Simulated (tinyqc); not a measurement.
Inside a calculation. Method: ROHF in the sto-3g basis, for CH2, spin multiplicity 3. One step of it, computed by the program tinyqc.

Task: Iteration 1: Roothaan effective Fock matrix. With projectors Pc = D(beta) S, Po = (D(alpha) - D(beta)) S, Pv = 1 - D(alpha) S, the block xy is Px^T F Py; with Fc = (F(alpha) + F(beta))/2, the blocks are Fc for cc, oo, vv and cv, F(beta) for co and F(alpha) for ov.

F(alpha) (hartree):
```
             1C 1s      1C 2s     1C 2px     1C 2py     1C 2pz      2H 1s      3H 1s
1C 1s   -11.824073  -3.092584   0.000000   0.000000  -0.004000  -0.338586  -0.338586
1C 2s    -3.092584  -1.647206   0.000000   0.000000  -0.045368  -0.493875  -0.493875
1C 2px    0.000000   0.000000  -0.004267   0.000000   0.000000   0.000000   0.000000
1C 2py    0.000000   0.000000   0.000000  -0.101024   0.000000  -0.262535   0.262535
1C 2pz   -0.004000  -0.045368   0.000000   0.000000  -0.026761  -0.131572  -0.131572
2H 1s    -0.338586  -0.493875   0.000000  -0.262535  -0.131572  -0.324748  -0.090521
3H 1s    -0.338586  -0.493875   0.000000   0.262535  -0.131572  -0.090521  -0.324748
```

F(beta) (hartree):
```
             1C 1s      1C 2s    1C 2px     1C 2py     1C 2pz      2H 1s      3H 1s
1C 1s   -10.006599  -2.782938  0.000000   0.000000  -0.002614  -0.302448  -0.302448
1C 2s    -2.782938  -1.208773  0.000000   0.000000  -0.031145  -0.351246  -0.351246
1C 2px    0.000000   0.000000  0.197837   0.000000   0.000000   0.000000   0.000000
1C 2py    0.000000   0.000000  0.000000   0.129850   0.000000  -0.171004   0.171004
1C 2pz   -0.002614  -0.031145  0.000000   0.000000   0.182013  -0.085676  -0.085676
2H 1s    -0.302448  -0.351246  0.000000  -0.171004  -0.085676  -0.084836  -0.064165
3H 1s    -0.302448  -0.351246  0.000000   0.171004  -0.085676  -0.064165  -0.084836
```

D(alpha) at the start:
```
            1C 1s      1C 2s    1C 2px     1C 2py     1C 2pz      2H 1s      3H 1s
1C 1s    1.339691  -0.323417  0.000000   0.000000   0.004171  -0.012646  -0.012646
1C 2s   -0.323417   1.309088  0.000000   0.000000  -0.015397   0.052455   0.052455
1C 2px   0.000000   0.000000  0.411583   0.000000   0.000000   0.000000   0.000000
1C 2py   0.000000   0.000000  0.000000   0.378565   0.000000   0.036098  -0.036098
1C 2pz   0.004171  -0.015397  0.000000   0.000000   0.403967   0.015534   0.015534
2H 1s   -0.012646   0.052455  0.000000   0.036098   0.015534   0.602453   0.012424
3H 1s   -0.012646   0.052455  0.000000  -0.036098   0.015534   0.012424   0.602453
```

D(beta) at the start:
```
            1C 1s      1C 2s    1C 2px     1C 2py     1C 2pz      2H 1s      3H 1s
1C 1s    0.803815  -0.194050  0.000000   0.000000   0.002502  -0.007588  -0.007588
1C 2s   -0.194050   0.785453  0.000000   0.000000  -0.009238   0.031473   0.031473
1C 2px   0.000000   0.000000  0.246950   0.000000   0.000000   0.000000   0.000000
1C 2py   0.000000   0.000000  0.000000   0.227139   0.000000   0.021659  -0.021659
1C 2pz   0.002502  -0.009238  0.000000   0.000000   0.242380   0.009321   0.009321
2H 1s   -0.007588   0.031473  0.000000   0.021659   0.009321   0.361472   0.007455
3H 1s   -0.007588   0.031473  0.000000  -0.021659   0.009321   0.007455   0.361472
```

overlap S:
```
           1C 1s     1C 2s    1C 2px     1C 2py    1C 2pz     2H 1s      3H 1s
1C 1s   1.000000  0.248362  0.000000   0.000000  0.000000  0.026095   0.026095
1C 2s   0.248362  1.000000  0.000000   0.000000  0.000000  0.297821   0.297821
1C 2px  0.000000  0.000000  1.000000   0.000000  0.000000  0.000000   0.000000
1C 2py  0.000000  0.000000  0.000000   1.000000  0.000000  0.291025  -0.291025
1C 2pz  0.000000  0.000000  0.000000   0.000000  1.000000  0.140571   0.140571
2H 1s   0.026095  0.297821  0.000000   0.291025  0.140571  1.000000   0.037171
3H 1s   0.026095  0.297821  0.000000  -0.291025  0.140571  0.037171   1.000000
```

Give: effective F.

Result:

effective F (hartree):
```
         1C 1s   1C 2s  1C 2px  1C 2py  1C 2pz   2H 1s   3H 1s
1C 1s   -9.984  -2.762   0.000   0.000   0.002  -0.312  -0.312
1C 2s   -2.762  -1.104   0.000   0.000  -0.011  -0.266  -0.266
1C 2px   0.000   0.000   0.085   0.000   0.000   0.000   0.000
1C 2py   0.000   0.000   0.000   0.017   0.000  -0.208   0.208
1C 2pz   0.002  -0.011   0.000   0.000   0.070  -0.095  -0.095
2H 1s   -0.312  -0.266   0.000  -0.208  -0.095  -0.119  -0.005
3H 1s   -0.312  -0.266   0.000   0.208  -0.095  -0.005  -0.119
```
